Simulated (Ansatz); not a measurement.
# A Morse fit to a bond in H₂S, singlet, and a point to predict

Starting geometry (PBE0/def2-TZVP stationary point for this spin, which needn't be the lowest; state A1):

```xyz
3

S     0.0000   -0.0550    0.0000
H     0.0000    0.8742   -0.9672
H     0.0000    0.8742    0.9672
```

Atom H3 moves along the line of the distance S1-H3, all else staying in place. Energies are in eV from the starting point at each level.

Basis 6-31G; Ansatz 0.2.0. Correlated methods freeze the noble-gas cores.

Full CI is exact within this basis and frozen core; it isn't the basis-set limit.

```tsv
distance S1-H3 (Å)	full CI	PBE
1.096	1.592	1.620
1.183	0.638	0.655
1.341	0.000	0.000
1.460	0.025	0.022
1.598	?	?
1.808	0.905	0.980
2.165	1.889	2.185
2.471	2.473	2.994
2.981	2.928	3.470
3.650	3.067	3.612
4.491	3.089	3.646
```

A Morse curve E(r) = E0 + De (1 − exp(−a (r − re)))² is laid through the three points about the minimum (1.183, 1.341, 1.460 Å), with E0 + De set to the last point:

```
  level  re (Å)  a (1/Å)  E0 (eV)  De (eV)  k = 2 De a² (eV/Å²)
full CI   1.387    1.858   -0.025    3.114                 21.5
    PBE   1.389    1.740   -0.028    3.674                 22.2
```

Use the full-CI fit to predict the withheld energy at 1.598 Å.

exp(−1.858 × (1.598 − 1.387)) = 0.6757; E = -0.025 + 3.114 × (1 − 0.6757)² = 0.303 eV. Full CI in 6-31G gives 0.301 eV, so the Morse form is 0.002 eV too high there (0.0 % of De). At the other points past the fit it misses by up to 0.16 eV (at 2.471 Å). PBE gives 0.313 eV.

Unrestricted Kohn–Sham rows aren't spin-pure: their determinants' ⟨S²⟩ exceeds S(S+1) by up to 1.00, so they mix in states of higher spin.

Kohn–Sham is unrestricted where that lies lower.

De here is the energy of pulling rigid fragments apart in this basis, without relaxation or zero-point terms. The set has no polarisation functions, so bonds come out too long and too weak, most of all with atoms from Na to Ar.

In so small a basis the reference is far from its limit while semilocal and hybrid functionals are nearer theirs, so the functionals' errors here hold much of the reference's basis and frozen-core error, which can add to them or hide them.
